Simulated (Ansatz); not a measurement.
1,1-elimination

Start structure (CH₈Si₂, closed shell), relaxed at PBE0-D4/def2-TZVP:

```tsv
atom	x (Å)	y (Å)	z (Å)
Si1	-0.2252	0.4299	-0.7117
C2	1.6180	0.5178	-0.3695
H3	-0.4713	-0.1864	-2.0466
H4	-0.8090	1.8012	-0.7391
Si5	-1.3423	-0.8296	0.9145
H6	2.1250	1.1086	-1.1356
H7	2.0590	-0.4813	-0.3622
H8	1.8104	0.9809	0.6007
H9	-2.8028	-0.8910	0.6347
H10	-0.8132	-2.2215	0.9512
H11	-1.1484	-0.2288	2.2637
```

The step: CH₈Si₂ ([CH3][SiH2][SiH3]) → Si₂H₄ ([SiH][SiH3]) + CH₄; bonds formed: C2–H3; bonds broken: Si1–C2, Si1–H3. Ansatz 0.2.0; basis: def2-TZVPP and def2-QZVPP; cores frozen in the correlated methods. Extrapolation: Hartree–Fock as exp(−7.88 √X), correlation as X^−2.97. Energies below are by CCSD(T) at an estimated basis limit (MP2 extrapolated from triple and quadruple zeta, plus CCSD(T) − MP2 in triple zeta).

(1) What are the electronic barrier and the energy of the step, from the start structure to the end structure? (An estimate is asked for; the value comes from the calculation.)

T1 diagnostic: at most 0.014. The restricted Hartree–Fock reference is unstable towards an unrestricted one at one or more of these structures.

Results:

(1) The calculation gives: Barrier 3.057 eV; step energy 2.169 eV (uphill); reverse barrier, their difference, 0.889 eV. Barrier and step energy count from the start structure, the reverse barrier from the end structure.

The saddle point: One imaginary mode of 1093i cm⁻¹.
```
  pair  start (Å)  saddle (Å)  end (Å)
 C2–H3       2.77        1.52     1.11
Si1–C2       1.88        2.09     2.74
Si1–H3       1.49        1.61     2.13
```

Zero-point energy (harmonic, PBE0-D4): ZPE is 2.124 eV at the start and 2.054 eV at the saddle, so the barrier goes from 3.057 to 2.988 eV.

First-order rate constant out of the start structure at 298 K by transition-state theory, with harmonic vibrational free energies alone and no tunnelling: ΔA‡ = 2.998 eV, so k = (kB T/h) exp(−ΔA‡/kB T) ≈ 10^-38 s⁻¹ (an order of magnitude at best: rotation, the number of equivalent paths and anharmonicity are left out).

Losses and insertions of silylenes and their heavier kin drive the gas-phase chemistry of silicon and germanium vapour deposition.

Labels in which every atom is bracketed show which atoms are joined, not bond orders.

For scale, one of the runs: CCSD(T)/def2-TZVPP, 227 basis functions, launched by `ansatz run in.yaml --threads 4 --pin off --events-out ev --progress --plain --max-ram 9574MiB`. Time: 74 s of wall clock on 4 CPU threads of an AMD EPYC; the host was shared. Peak host memory: 3.5 GiB.
